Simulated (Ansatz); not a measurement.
Cartesian coordinates in Å:
```
C -0.426 1.261 0.285
O -0.559 0.137 -0.552
Si 0.344 -1.220 -0.352
H -0.649 1.014 1.329
H -1.133 2.022 -0.049
H 0.585 1.682 0.234
H -0.083 -2.168 -1.406
H 0.123 -1.811 0.998
H 1.797 -0.917 -0.487
```

Total charge 0; spin multiplicity 1.

Q: List the CAM-B3LYP/def2-TZVPP orbital energies in eV (the Gaussian-basis code of Ansatz). (Estimate.)

A: Computed: Occupied: -1801.29, -522.47, -280.21, -145.79, -101.15, -101.11, -101.10, -29.96, -21.01, -16.94, -14.47, -14.37, -14.16, -11.45, -11.34, -10.33, -9.63. Lowest empty: 1.25, 2.40, 2.78, 2.84, 3.32, 4.03, 4.12, 4.48.
